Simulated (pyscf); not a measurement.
PySCF, gas phase, ωB97X-D3(BJ)/def2-SVP geometries.

HO–AsH–O–SiH₃ (SMILES O[AsH]O[SiH3]) + H₂ (SMILES [H][H]) -> HO–AsH–OH (SMILES O[AsH]O) + SiH₄ (SMILES [SiH4])
Surface: singlet. Broken: O–Si, H–H. Formed: H–O, H–Si. Give ΔE‡ and ΔE from ωB97M-D3(BJ)/def2-TZVP, relative to the separated reactants.

ΔE‡ = 51.7 kcal/mol, ΔE = +17.2 kcal/mol. Zero-point energy shifts the barrier by +2.2 kcal/mol. It is a four-centre exchange, with an imaginary mode of 1236i cm⁻¹. The same reactants have a lower exit, to H₃Si–O–AsH₂ + H₂O (barrier +46.5 kcal/mol at ωB97M-D3(BJ), against +51.7 kcal/mol here). One saddle was located; it need not be the lowest between these sides. Elements up to Kr have no core potential and no relativistic terms here.
